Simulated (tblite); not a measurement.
Record of a relaxation.

Species: C4H6F (doublet state).
SMILES with atom numbers: `[CH2:1]/[CH:2]=[CH:3]/[CH2:4][F:5]` (hydrogens: H6, H7 on C1; H8 on C2; H9 on C3; H10, H11 on C4)
Bond orders are those of one Lewis drawing.

Computed with GFN2-xTB (tblite), gas phase: L-BFGS steps from a force-field or distance-geometry start until the largest atomic force falls under 0.01 eV/Å. 14 of its 93 geometries are shown.

Step 0: E = -441.1127 eV, largest atomic force 2.600 eV/Å
```
atom  x, y, z in Å  |  force x, y, z in eV/Å
C1      2.154    0.228   -0.216   -2.020  -1.091   1.221
C2      0.672    0.480   -0.474    1.767  -0.326   0.488
C3     -0.176   -0.247    0.242   -0.029   0.387  -0.184
C4     -1.659   -0.113    0.101   -0.659  -0.850   0.914
F5     -2.062    0.820   -0.812    0.193  -0.229   0.041
H6      2.381    0.392    0.858    0.287   0.559  -0.882
H7      2.361   -0.837   -0.398    0.431   0.631  -0.555
H8      0.350    1.218   -1.187    0.029   0.025  -0.043
H9      0.203   -0.979    0.964   -0.447   0.286  -0.291
H10    -2.151    0.158    1.077    0.416  -0.044  -0.580
H11    -2.069   -1.117   -0.181    0.034   0.651  -0.129
```

Step 7: E = -441.5133 eV, largest atomic force 0.382 eV/Å
```
atom  x, y, z in Å  |  force x, y, z in eV/Å
C1      2.068    0.107   -0.099   -0.038   0.211  -0.165
C2      0.682    0.448   -0.421    0.301  -0.183   0.097
C3     -0.236   -0.234    0.250    0.172  -0.038  -0.096
C4     -1.710   -0.136    0.118    0.027  -0.001   0.017
F5     -2.061    0.797   -0.820   -0.179   0.039   0.037
H6      2.489    0.526    0.805    0.105  -0.137  -0.313
H7      2.483   -0.797   -0.526    0.056   0.348   0.144
H8      0.426    1.202   -1.170    0.128  -0.246   0.263
H9      0.113   -0.968    0.961   -0.198  -0.092   0.127
H10    -2.136    0.163    1.087   -0.215  -0.021  -0.190
H11    -2.113   -1.105   -0.212   -0.159   0.121   0.079
```

Step 14: E = -441.6286 eV, largest atomic force 0.236 eV/Å
```
atom  x, y, z in Å  |  force x, y, z in eV/Å
C1      2.111    0.087   -0.073   -0.029   0.012   0.002
C2      0.711    0.360   -0.342    0.078  -0.048   0.032
C3     -0.277   -0.278    0.270    0.093  -0.020   0.025
C4     -1.750   -0.129    0.103   -0.125   0.036   0.002
F5     -2.117    0.808   -0.823    0.094   0.161  -0.144
H6      2.643    0.625    0.690   -0.021   0.034  -0.052
H7      2.632   -0.679   -0.615   -0.018   0.032  -0.007
H8      0.508    1.125   -1.090   -0.156  -0.020   0.005
H9     -0.037   -1.016    1.018    0.046  -0.167   0.105
H10    -2.210    0.172    1.053   -0.015   0.043   0.056
H11    -2.208   -1.074   -0.217    0.052  -0.064  -0.025
```

Step 21: E = -441.6603 eV, largest atomic force 0.151 eV/Å
```
atom  x, y, z in Å  |  force x, y, z in eV/Å
C1      2.109    0.093   -0.077    0.113  -0.025   0.012
C2      0.698    0.310   -0.299    0.051   0.041   0.007
C3     -0.283   -0.328    0.323    0.042  -0.016   0.002
C4     -1.744   -0.108    0.099   -0.006  -0.084   0.034
F5     -2.018    0.846   -0.850    0.111  -0.074   0.070
H6      2.665    0.688    0.625   -0.093   0.058  -0.036
H7      2.658   -0.633   -0.646   -0.067  -0.028  -0.032
H8      0.419    1.064   -1.034    0.036   0.092  -0.028
H9     -0.065   -1.095    1.052   -0.043  -0.004   0.057
H10    -2.236    0.212    1.026   -0.008   0.021  -0.031
H11    -2.197   -1.046   -0.243   -0.136   0.018  -0.055
```

Step 28: E = -441.6721 eV, largest atomic force 0.086 eV/Å
```
atom  x, y, z in Å  |  force x, y, z in eV/Å
C1      2.111    0.090   -0.074    0.065  -0.018   0.036
C2      0.697    0.290   -0.275   -0.057  -0.001   0.011
C3     -0.282   -0.362    0.338   -0.085  -0.014  -0.002
C4     -1.741   -0.119    0.097    0.006   0.002  -0.003
F5     -1.952    0.850   -0.855   -0.010  -0.060   0.054
H6      2.662    0.744    0.575    0.021   0.030  -0.068
H7      2.653   -0.622   -0.667   -0.009  -0.039   0.059
H8      0.422    1.061   -0.997   -0.029   0.032   0.027
H9     -0.082   -1.121    1.083    0.013   0.015  -0.065
H10    -2.243    0.223    1.013    0.044  -0.003  -0.048
H11    -2.239   -1.031   -0.262    0.042   0.054  -0.001
```

Step 35: E = -441.8020 eV, largest atomic force 2.144 eV/Å
```
atom  x, y, z in Å  |  force x, y, z in eV/Å
C1      2.075    0.122    0.010   -1.226  -1.262  -1.226
C2      0.686    0.291   -0.198    0.822   0.951   0.115
C3     -0.298   -0.525    0.248    1.281   0.393  -0.089
C4     -1.692   -0.151    0.037   -0.098  -0.154   0.412
F5     -1.821    0.849   -0.851   -0.136   0.817  -0.903
H6      2.652    1.016    0.057    0.584  -0.078  -0.216
H7      2.452   -0.887   -0.301    0.078   1.297   1.012
H8      0.349    1.244   -0.642    0.320  -0.299   0.187
H9      0.035   -1.223    0.979   -0.531  -0.879   0.114
H10    -2.128    0.216    0.942   -0.456   0.323   1.085
H11    -2.304   -0.948   -0.306   -0.638  -1.109  -0.491
```

Step 42: E = -442.4185 eV, largest atomic force 1.743 eV/Å
```
atom  x, y, z in Å  |  force x, y, z in eV/Å
C1      2.076    0.104   -0.132   -0.174   1.734   0.050
C2      0.733    0.389   -0.151    0.276   0.113  -0.187
C3     -0.280   -0.456    0.217   -0.344  -0.262   0.156
C4     -1.732   -0.140    0.048   -0.018  -0.216   0.104
F5     -2.003    0.854   -0.869    0.255  -0.182   0.263
H6      2.794    0.915   -0.232   -0.244  -0.259  -0.250
H7      2.486   -0.818    0.111    0.299  -1.342   0.368
H8      0.442    1.367   -0.519   -0.022  -0.023  -0.032
H9     -0.082   -1.369    0.781   -0.039   0.216  -0.379
H10    -2.147    0.195    1.019   -0.094  -0.048  -0.250
H11    -2.281   -1.038   -0.300    0.105   0.270   0.157
```

Step 50: E = -442.5283 eV, largest atomic force 0.120 eV/Å
```
atom  x, y, z in Å  |  force x, y, z in eV/Å
C1      2.067    0.146   -0.068    0.020  -0.115  -0.029
C2      0.729    0.429   -0.141   -0.003   0.017   0.003
C3     -0.275   -0.445    0.213   -0.016  -0.023   0.030
C4     -1.724   -0.150    0.066    0.023  -0.037   0.017
F5     -1.966    0.850   -0.845   -0.015  -0.014   0.065
H6      2.807    0.862   -0.369    0.012   0.042   0.016
H7      2.421   -0.822    0.249   -0.062   0.079   0.028
H8      0.431    1.404   -0.508   -0.006  -0.048  -0.026
H9     -0.047   -1.412    0.638    0.052   0.023  -0.032
H10    -2.169    0.181    1.020    0.006   0.002  -0.062
H11    -2.268   -1.041   -0.281   -0.009   0.074  -0.010
```

Step 57: E = -442.5316 eV, largest atomic force 0.054 eV/Å
```
atom  x, y, z in Å  |  force x, y, z in eV/Å
C1      2.064    0.143   -0.072   -0.013   0.004   0.008
C2      0.729    0.432   -0.151   -0.012   0.008   0.004
C3     -0.273   -0.442    0.213    0.003  -0.022  -0.049
C4     -1.724   -0.154    0.071    0.010   0.007   0.011
F5     -1.972    0.855   -0.829    0.011  -0.004   0.013
H6      2.812    0.855   -0.365   -0.004   0.006   0.000
H7      2.402   -0.817    0.279    0.011   0.000   0.016
H8      0.430    1.401   -0.528   -0.003   0.010  -0.038
H9     -0.023   -1.410    0.617   -0.027  -0.022   0.024
H10    -2.169    0.176    1.023    0.007  -0.026   0.013
H11    -2.272   -1.038   -0.283    0.018   0.039  -0.002
```

Step 64: E = -442.5349 eV, largest atomic force 0.062 eV/Å
```
atom  x, y, z in Å  |  force x, y, z in eV/Å
C1      2.064    0.148   -0.067    0.007   0.016   0.016
C2      0.728    0.424   -0.182    0.006  -0.038   0.011
C3     -0.270   -0.452    0.189   -0.015   0.044   0.017
C4     -1.719   -0.152    0.075   -0.051   0.008  -0.011
F5     -1.972    0.886   -0.788   -0.013   0.008   0.013
H6      2.820    0.857   -0.351   -0.046   0.003  -0.021
H7      2.396   -0.796    0.326    0.024  -0.022   0.009
H8      0.424    1.379   -0.591    0.014  -0.002  -0.009
H9     -0.028   -1.414    0.614    0.020  -0.008   0.014
H10    -2.156    0.143    1.044    0.047   0.014   0.020
H11    -2.280   -1.019   -0.295    0.007  -0.022  -0.058
```

Step 71: E = -442.5373 eV, largest atomic force 0.047 eV/Å
```
atom  x, y, z in Å  |  force x, y, z in eV/Å
C1      2.064    0.149   -0.059    0.012  -0.006  -0.014
C2      0.727    0.408   -0.197    0.008   0.019   0.023
C3     -0.273   -0.460    0.184    0.014   0.022  -0.001
C4     -1.722   -0.151    0.076    0.007   0.010  -0.013
F5     -1.973    0.914   -0.753    0.004   0.017   0.001
H6      2.806    0.864   -0.362    0.000  -0.003  -0.008
H7      2.411   -0.779    0.361   -0.007   0.000  -0.002
H8      0.427    1.356   -0.627   -0.001  -0.030   0.000
H9     -0.035   -1.417    0.621    0.002   0.009   0.010
H10    -2.142    0.121    1.058   -0.030  -0.035  -0.008
H11    -2.285   -1.003   -0.327   -0.008  -0.003   0.013
```

Step 78: E = -442.5385 eV, largest atomic force 0.058 eV/Å
```
atom  x, y, z in Å  |  force x, y, z in eV/Å
C1      2.067    0.147   -0.063    0.000  -0.007   0.019
C2      0.728    0.401   -0.197   -0.002  -0.002  -0.034
C3     -0.275   -0.458    0.193    0.012  -0.012   0.018
C4     -1.723   -0.149    0.075    0.021  -0.002  -0.002
F5     -1.962    0.938   -0.728   -0.023   0.008   0.015
H6      2.800    0.866   -0.379    0.014  -0.018  -0.010
H7      2.428   -0.769    0.373   -0.044   0.032  -0.020
H8      0.426    1.337   -0.649    0.011   0.015   0.013
H9     -0.038   -1.410    0.642   -0.012  -0.010   0.025
H10    -2.159    0.091    1.059   -0.004   0.001  -0.010
H11    -2.286   -0.990   -0.354    0.027  -0.005  -0.015
```

Step 85: E = -442.5429 eV, largest atomic force 0.056 eV/Å
```
atom  x, y, z in Å  |  force x, y, z in eV/Å
C1      2.068    0.142   -0.073   -0.007  -0.006   0.002
C2      0.732    0.397   -0.222   -0.015   0.010   0.024
C3     -0.272   -0.429    0.230   -0.025  -0.034   0.010
C4     -1.723   -0.147    0.078    0.011  -0.032  -0.014
F5     -1.973    1.004   -0.623    0.019  -0.001  -0.007
H6      2.808    0.831   -0.434    0.030  -0.021  -0.005
H7      2.410   -0.754    0.415    0.028  -0.005   0.006
H8      0.439    1.309   -0.722   -0.036   0.039  -0.017
H9     -0.040   -1.359    0.730   -0.003   0.046  -0.005
H10    -2.216   -0.029    1.054    0.018   0.011   0.049
H11    -2.228   -0.962   -0.460   -0.017  -0.008  -0.042
```

Step 92: E = -442.5440 eV, largest atomic force 0.006 eV/Å
```
atom  x, y, z in Å  |  force x, y, z in eV/Å
C1      2.066    0.141   -0.075   -0.002   0.000   0.000
C2      0.730    0.398   -0.225    0.003   0.000  -0.003
C3     -0.273   -0.424    0.238   -0.001   0.002   0.002
C4     -1.723   -0.150    0.076   -0.001   0.004   0.000
F5     -1.970    1.022   -0.591    0.001  -0.005  -0.003
H6      2.812    0.814   -0.455    0.001   0.002   0.000
H7      2.408   -0.747    0.429   -0.001  -0.001   0.001
H8      0.433    1.303   -0.739    0.001  -0.002   0.001
H9     -0.037   -1.339    0.760    0.001   0.000  -0.001
H10    -2.224   -0.066    1.052   -0.001  -0.003   0.005
H11    -2.217   -0.949   -0.497   -0.002   0.004  -0.002
```

**Question.** Summarise the path.

**Answer.** The energy falls by 1.4313 eV from step 0 to step 92; nine tenths of that is first reached at step 41. It falls at every step. The largest force goes from 2.600 to 0.006 eV/Å. Among the bonds C1–C2 changes most, from 1.525 to 1.369 Å; the atoms move by 0.573 Å rms after alignment.

What follows is the cost of the whole relaxation. The run took 0.16 s wall on one thread of an AMD EPYC 9R45, shared host with 192 logical CPUs at a one-minute load of 54.
